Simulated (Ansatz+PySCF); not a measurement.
Two shapes of singlet C2H6.

Shape 1:

```xyz
8

C     0.0000    0.0000   -0.7596
C     0.0000    0.0000    0.7596
H     0.0000   -1.0240   -1.1651
H    -0.8868    0.5120   -1.1651
H     0.8868    0.5120   -1.1651
H     0.0000    1.0240    1.1651
H    -0.8868   -0.5120    1.1651
H     0.8868   -0.5120    1.1651
```

Shape 2:

```xyz
8

C     0.0095   -0.0221   -0.8034
C     0.0330   -0.0221    0.7899
H    -0.0065   -0.9748   -1.1584
H    -0.8928    0.5155   -1.1156
H     0.8813    0.5612   -1.1719
H    -0.0147    1.0278    1.2128
H    -0.9313   -0.5094    1.1877
H     0.8981   -0.5601    1.1574
```

Basis set: def2-SVP (spherical functions). Frozen core: 2 orbitals. Charge 0, multiplicity 1.

Computed with Ansatz (development build ahead of 0.2.0); each method stands on the lowest determinant of its kind that the runs found.

**Question.** Which shape is lower in energy, and by how much in each method?

**Answer.**

| method | E(2) − E(1) (eV) |
| --- | --- |
| RHF | 0.309 |
| RHF-MP2 | 0.306 |
| UHF-MP2 | 0.306 |
| RHF-CCSD | 0.299 |
| PBE0 (restricted) | 0.307 |

Shape 1 is lower.
